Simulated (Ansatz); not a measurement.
in.yaml

```yaml
crystal:
  periodic: [false, false, false]
  atoms:
    - {symbol: Si, position_ang: [-0.005814, 0.005823, 0.005778]}
    - {symbol: H, position_ang: [0.850036, 0.864568, 0.862608]}
    - {symbol: H, position_ang: [-0.865366, -0.848599, 0.863223]}
    - {symbol: H, position_ang: [-0.860543, 0.861358, -0.855372]}
    - {symbol: H, position_ang: [1.037870, -1.039593, -1.031456]}
basis:
  gaussian: {orbitals: 6-31G}
correlation: {method: fci, electrons: outside_noble_gas}
```

```sh
$ ansatz run in.yaml --threads 1 --pin off --events-out ev --progress --plain --max-ram 2393MiB
```

Task: Roughly how long does this take on 1 thread of Arm Neoverse V1, shared host, and how much host memory?

Result: 4.4 s wall and 0.21 GiB.

```
462 factors; integrals over basis functions are off by at most 3.1e-8 eV
mean field evaluation 1: about -7922.3466 eV, gradient 7.1e0 eV
mean field evaluation 2: about -7922.3484 eV, gradient 7.1e0 eV
mean field evaluation 4: about -7922.6441 eV, gradient 2.0e-1 eV
mean field evaluation 8: about -7922.6445 eV, gradient 3.4e-4 eV
mean field -7922.64449692 eV, -291.1518151004 hartree, gradient 1.5e-6 eV, S^2 0.000000; 0 other end points of the search recorded, 0 dependent functions left out
5 core orbitals not correlated: weight in the atoms' cores, before any rotation towards them, 1.000 or more for the frozen orbitals, at most 0.000 for the correlated occupied ones
reference -7922.64449692 eV, -291.1518151004 hartree; 4, 4 occupied and 12, 12 virtual orbitals, 462 factors
state -7925.15146326 eV, -291.2439444142 hartree
Total energy: -7925.15146326 eV, -291.2439444142 hartree
```

Natural occupations: 1.9777 1.9643 1.9643 1.9430 0.0527 0.0284 0.0244 0.0244 0.0049 0.0049 0.0042 0.0033 0.0011 0.0011 0.0011 0.0004.
